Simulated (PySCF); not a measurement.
# AlH (SMILES [AlH]) at CISD/aug-cc-pVDZ

What is the energy change on altering one bond length of AlH at CISD/aug-cc-pVDZ? The job is set up through a Python script.

The calculation is run with PySCF 2.14.0.

5 further runs of the same task are left out: 5 set aside as unsound or not needed.

### 1 The system as given

AlH has 2 atoms, charge 0, and is taken as a singlet. As SMILES, `[AlH]`. Geometry: a GFN2-xTB relaxation, a rough one for these elements and not checked as a minimum.

Bond lengths: Al1–H2 1.613 Å.

### 2 The energy at CISD/aug-cc-pVDZ

The input, calc.py:

```python
from pyscf import gto, ci

mol = gto.Mole()
mol.atom = 'Al 0.000000 0.000000 0.000000; H 0.000000 0.000000 1.613470'
mol.verbose = 3
mol.spin = 0
mol.basis = 'aug-cc-pvdz'
mol.charge = 0
mol.max_memory = 1860
mol.build()

mf = mol.RHF()
mf.conv_tol = 1e-10
mf.kernel()
if not mf.converged:
    mf = mf.newton().run(mf.mo_coeff, mf.mo_occ)

cisd = ci.CISD(mf, frozen=5)
cisd.kernel()
e_tot = cisd.e_tot
print('E = %.10f Eh' % e_tot)
```

On the command line:

```
$ OMP_NUM_THREADS=1 python calc.py
```

What it wrote:

```text
converged SCF energy = -242.453957523652
E(RCISD) = -242.5279030226586  E_corr = -0.0739454990063082
E = -242.5279030227 Eh
```

Run time: 0.91 s. Hardware: 1 thread of Arm Neoverse V1, shared host; peak memory 0.12 GiB.

### 3 The distorted shape, same level

The input, input.py:

```python
from pyscf import gto, scf, ci

molecule = gto.M(
    atom='''
Al     0.000000     0.000000    -2.439126
H      0.000000     0.000000     3.049016
''',
    basis='aug-cc-pvdz',
    charge=0,
    unit='bohr',
    max_memory=1860,
    verbose=3,
    spin=0,
)

mf = scf.RHF(molecule)
mf.conv_tol = 1e-10
mf.kernel()
if not mf.converged:
    mf = mf.newton().run(mf.mo_coeff, mf.mo_occ)

cisd = ci.CISD(mf, frozen=5)
cisd.kernel()
energy = cisd.e_tot
print('E(%s) = %.9f' % ('CISD', energy))
```

On the command line:

```
$ OMP_NUM_THREADS=1 python input.py
```

What it wrote:

```text
converged SCF energy = -242.370680479148
E(RCISD) = -242.4549457393745  E_corr = -0.08426526022614733
E(CISD) = -242.454945739
```

Wall time 0.83 s (1 thread of Arm Neoverse V1, shared host); peak memory 0.11 GiB.

### 4 Summary of results

Level: CISD/aug-cc-pVDZ, 5 core orbitals frozen.

| quantity | value |
| --- | --- |
| first shape: total energy | -242.52790 Eh |
| first shape: dipole moment (Hartree–Fock density) | 0.29 D |
| first shape: HOMO energy (Hartree–Fock orbitals) | -7.81 eV |
| first shape: LUMO energy (Hartree–Fock orbitals) | 0.37 eV |
| first shape: HOMO–LUMO gap (Hartree–Fock orbitals) | 8.18 eV |
| first shape: correlation energy (5 core orbitals frozen) | -73.9 mEh |
| distorted shape: total energy | -242.45495 Eh |
| distorted shape: dipole moment (Hartree–Fock density) | 6.15 D |
| distorted shape: HOMO energy (Hartree–Fock orbitals) | -7.11 eV |
| distorted shape: LUMO energy (Hartree–Fock orbitals) | -0.26 eV |
| distorted shape: HOMO–LUMO gap (Hartree–Fock orbitals) | 6.85 eV |
| distorted shape: correlation energy (5 core orbitals frozen) | -84.3 mEh |
| energy change with the Al1–H2 bond stretched from 1.613 to 2.904 Å | 1.985 eV |

**Reading.** One bond (distorted shape) is far stretched, which a spin-restricted single reference describes badly; a broken-symmetry solution may lie lower. With the Al1–H2 bond stretched from 1.613 to 2.904 Å the energy rises by 1.99 eV (192 kJ/mol). The first shape isn't relaxed at this level, so the change isn't measured from a minimum. A restricted reference can't describe the breaking bond well at this length.
